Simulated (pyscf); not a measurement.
Thermochemistry of product channels of `[SH][GeH3]` + `[ClH]` on the singlet surface, in kJ/mol, from ωB97M-D3(BJ)/def2-TZVP energies (ideal gas, 1 atm, RRHO with modes under 100 cm⁻¹ raised to 100, one conformer, R ln 2 for chiral ones without a mode under 150 cm⁻¹). Structures and frequencies: ωB97X-D3(BJ)/def2-SVP in PySCF.

```csv
products,ΔE,ΔH(298 K),ΔG(600 K),ΔG(1200 K)
`[SH][GeH2][Cl]` + `[H][H]`,-55.9,-60.6,-47.5,-39.1
`[SH2]` + `[Cl][GeH3]`,-30.2,-29.9,-27.0,-20.6
```

These are energies of the channels, which say nothing of barriers. Elements up to Kr have no core potential and no relativistic terms here.
